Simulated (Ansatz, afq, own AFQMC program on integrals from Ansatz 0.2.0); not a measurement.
## AlNH2, triplet, reference energies and how methods fare

```xyz
4

Al    0.0000   -0.0849    0.6205
N     0.0000    0.0356   -1.1435
H     0.0000    1.3500    1.3538
H     0.0000    0.4271   -2.0731
```

Geometry: a PBE0/def2-TZVP stationary point, not shown to be a minimum. Basis cc-pVDZ. Only valence electrons are correlated. Integrals, coupled cluster, full CI and functionals: Ansatz 0.2.0; the random walks run on the same integrals in our own AFQMC program. The CISD trial takes its coefficients from CCSD amplitudes. Released means that phaseless walkers are propagated on without the constraint, phases kept. Uncertainties: one standard error, sampling alone.

Best estimates are CCSD(T) at the basis-set limit (def2-TZVPP/QZVPP) plus the step from CCSD(T) to the highest rung at hand in cc-pVDZ, named in the table (released AFQMC can keep some 10 meV of bias). No zero-point, core-correlation or spin–orbit terms. Other levels are in cc-pVDZ, the functionals in def2-TZVP; a dash marks a level that is missing or breaks spin symmetry for a member.

Cautions: AlNH₂ (triplet): another spin lies lower, the released energies move by 1.5 errors or more from one time to the next, so no released level is given (meV from the phaseless value at times in 1/Eh: -3 ± 3 at 0.24, -9.5 ± 2.3 at 0.51, -8 ± 3 at 0.99, -7.6 ± 2.1 at 1.62, -12 ± 3 at 2.40), though the last usable value meets CCSDT(Q) within the noise; AlNH₂⁺ (quartet): lower spins were not checked, the released energies move by 1.5 errors or more from one time to the next, so no released level is given (meV from the phaseless value at times in 1/Eh: -2.6 ± 1.9 at 0.24, -4.7 ± 1.8 at 0.51, -7.3 ± 1.5 at 0.99, -6.8 ± 1.3 at 1.62, -11 ± 3 at 2.40), though the last usable value meets CCSDT(Q) within the noise, the ph-AFQMC/CISD walk drifts between its halves (2.1 errors); row 1: this needn't be the first ionization; row 1: core correlation is missing, and it shifts such a gap most where an s electron is promoted.

```json
{"process": "to charge +1, quartet (vertical)", "best estimate (kcal/mol)": "226.8", "highest rung": "CCSDT(Q)"}
{"process": "to free atoms", "best estimate (kcal/mol)": "208.9", "highest rung": "CCSDT(Q)"}
```

Errors against the best estimates in kcal/mol, the processes numbered in the order above:

```json
{"level": "MP2", "error, 1": "-12.7", "error, 2": "-33.3"}
{"level": "CCSD(T)", "error, 1": "-13.2", "error, 2": "-34.3"}
{"level": "ph-AFQMC/CISD", "error, 1": "-12.9 ± 0.07", "error, 2": "-33.9 ± 0.06"}
{"level": "CCSD(T)/CBS", "error, 1": "-0.4", "error, 2": "-0.7"}
{"level": "PBE", "error, 1": "-2.5", "error, 2": "4.2"}
{"level": "r2SCAN", "error, 1": "-3.4", "error, 2": "4.3"}
{"level": "PBE0", "error, 1": "-3.9", "error, 2": "-1.6"}
{"level": "B3LYP", "error, 1": "-1.2", "error, 2": "2.0"}
{"level": "wB97M-V", "error, 1": "-3.0", "error, 2": "-1.2"}
{"level": "B2PLYP", "error, 1": "-3.3", "error, 2": "-3.2"}
```

Cost at the first geometry (cards were shared with other jobs): PBE0/cc-pVDZ, 1.3 s on 1 thread of AMD EPYC 7R13 Processor (Zen 3), with other jobs on the host; UCCSD(T)/cc-pVDZ, 8 s on 1 × NVIDIA H100 80GB HBM3 with 1 thread of AMD EPYC 7R13 Processor (Zen 3), with other jobs on the host; CCSD(T)/def2-QZVPP, 19 s on 1 × NVIDIA H100 80GB HBM3 with 1 thread of AMD EPYC 7R13 Processor (Zen 3), on a shared host; CCSDT(Q), 11 s on 1 × NVIDIA H100 80GB HBM3 with 1 thread of AMD EPYC 7R13 Processor (Zen 3) (shared host); ph-AFQMC/CISD with release, 53 s on 1 × NVIDIA H100 80GB HBM3 with 2 threads of AMD EPYC 7R13 Processor (Zen 3), with other jobs on the host.

Best estimates are given only where the step beyond CCSD(T) is under 0.3 eV and no member's determinant is very poor (T1 over 0.05, or 0.07 for open shells, ⟨S²⟩ too high by 0.3, two states mixed), so the hardest cases are missing from such tables.

The functionals ran in a triple-zeta set and keep a basis error of their own, a few kJ/mol for each bond in atomization energies and more for double hybrids, so close places among them and the extrapolated levels can swap.

CCSDT and higher add their correlation energy to the determinant of the CCSD(T) run, since their own runs factorise the integrals more tightly (a shift of under 2 meV). Each member of a difference takes its own highest rung, so a best estimate needn't equal the limit plus the step of one row. A walk keeps the symmetry of its determinant, which the program's search chose and which needn't be the lowest solution, so a lower state of the same spin and another symmetry isn't excluded.
